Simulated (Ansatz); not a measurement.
# C2H5OS: the cost of one run

The runs use Ansatz 0.2.0, Gaussian basis; the settings change from run to run.

### Step 1. The geometry

An earlier PBE0-D4 in a triple-zeta def2 set relaxation fixed the geometry.

9 atoms, charge 0, spin multiplicity 2.

Atoms are counted from 1 here; the program's logs count them from 0.

Bond lengths: C1–S2 1.711 Å, C1–H5 1.083 Å, C1–H6 1.084 Å, S2–C3 1.804 Å, S2–O4 1.474 Å, C3–H7 1.091 Å, C3–H8 1.090 Å, C3–H9 1.090 Å. Angles: S2–C1–H5 116.1°, S2–C1–H6 117.8°, H5–C1–H6 120.1°, C1–S2–C3 99.4°, C1–S2–O4 111.4°, C3–S2–O4 108.4°, S2–C3–H7 109.3°, S2–C3–H8 108.5°, S2–C3–H9 106.4°, H7–C3–H8 111.4°, H7–C3–H9 110.2°, H8–C3–H9 110.8°.

### Step 2. wPBEh/def2-TZVPP

This run has a grid of angular degree 47.

Input file in.yaml:

```yaml
crystal:
  periodic: [false, false, false]
  atoms:
    - {symbol: C, position_ang: [-0.435558, 1.273009, -0.614029]}
    - {symbol: S, position_ang: [-0.529961, -0.435257, -0.630745]}
    - {symbol: C, position_ang: [0.396323, -0.797650, 0.874559]}
    - {symbol: O, position_ang: [0.203264, -1.003002, -1.776673]}
    - {symbol: H, position_ang: [-0.407978, 1.758782, -1.581343]}
    - {symbol: H, position_ang: [-0.841640, 1.793977, 0.245366]}
    - {symbol: H, position_ang: [-0.072653, -0.290070, 1.718189]}
    - {symbol: H, position_ang: [1.425597, -0.468390, 0.735575]}
    - {symbol: H, position_ang: [0.351107, -1.877701, 1.012201]}
basis:
  gaussian: {orbitals: def2-TZVPP, final_grid: {core_spheres: 20, valence_spheres: 16, degree: 47}}
magnetization: {spin_polarized: true, initial_magnetization: 1}
hamiltonian: {xc: {name: wPBEh}}
output: {forces: true}
```

The run is started by

```sh
$ ansatz run in.yaml --threads 4 --pin off --events-out ev --progress --plain --max-ram 10444MiB
```

Q: Estimate wall time and peak memory on 4 threads of Arm Neoverse V2, shared host.

About 6 s, with a peak of 0.6 GiB.
